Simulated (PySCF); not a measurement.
Isomers of C4H7FO. The calculation used PBE0-D3(BJ)/def2-SVP geometry optimisation, gas phase (PySCF). Energies are electronic, without zero-point or thermal terms, for one conformer each. No frequencies were run at this level. Point groups hold within 0.08 Å.

Question: Rank from lowest to highest electronic energy at this level (kJ/mol).
A. `[CH2:1]=[C:2]([CH2:3][F:4])[O:5][CH3:6]` with C1–C2–C3–F4 -1°, C1–C2–O5–C6 -2°
B. `[CH3:1][O:2]/[CH:3]=[C:4](\[CH3:5])[F:6]` with C1–O2–C3–C4 146°
C. `[CH3:1][C@@H:2]([F:3])[C@@H:4]1[CH2:5][O:6]1` with C1–C2–C4–C5 149°

Answer: A (0.0), B (1.7), C (4.4).

As drawn, the lowest has a C=C bond outside aromatic rings, which the highest lacks; the highest has a three-membered ring, which the lowest lacks. Neighbours under 10 kJ/mol apart (C=C(CF)OC and CO/C=C(\C)F; CO/C=C(\C)F and C[C@@H](F)[C@@H]1CO1) can change places with a better method, another conformer or zero-point energy.

```csv
SMILES,E (Eh),E rel (kJ/mol),dipole (D),point group,"A, B, C (MHz)"
C=C(CF)OC,-331.05844,0.0,2.17,–,"8979, 2115, 1750"
CO/C=C(\C)F,-331.05779,1.7,1.80,C1,"7912, 1989, 1656"
C[C@@H](F)[C@@H]1CO1,-331.05676,4.4,0.18,C1,"6490, 2667, 2065"
```

Question: As an exercise, what shares would exp(−E/RT) give at 2000 K from these electronic energies alone (no entropy, no degeneracies)?

Answer: RT = 16.629 kJ/mol: C=C(CF)OC 37.5 %, CO/C=C(\C)F 33.8 %, C[C@@H](F)[C@@H]1CO1 28.7 %.
